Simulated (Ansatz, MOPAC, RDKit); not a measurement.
**SiO (SMILES O=[Si]): methods side by side**

SiO, singlet, SMILES `O=[Si]`. Each level relaxes the structure for itself.

Quantity: the equilibrium bond length, in Å. The values are calculated.

| level | kind | program | value (Å) | less CCSD(T)/cc-pVTZ |
| --- | --- | --- | --- | --- |
| UFF | force field | RDKit | 1.441 | -0.086 |
| PM6 | semi-empirical | MOPAC | 1.401 | -0.126 |
| PM6-D3 | semi-empirical | MOPAC | 1.401 | -0.126 |
| PM6-DH+ | semi-empirical | MOPAC | 1.401 | -0.126 |
| HF/cc-pVTZ | Hartree–Fock | Ansatz | 1.484 | -0.043 |
| BLYP/cc-pVTZ | GGA | Ansatz | 1.538 | +0.011 |
| B2PLYP/cc-pVTZ | double hybrid | Ansatz | 1.526 | -0.001 |
| MP2/cc-pVTZ | perturbation theory | Ansatz | 1.534 | +0.007 |
| CCSD(T)/cc-pVTZ | coupled cluster or CI | Ansatz | 1.527 | 0.000 |

CCSD(T)/cc-pVTZ is the highest level here, not the true value. Its T1 diagnostic reaches 0.028, a sign that one reference may not serve. The values span 1.401 to 1.538 Å.
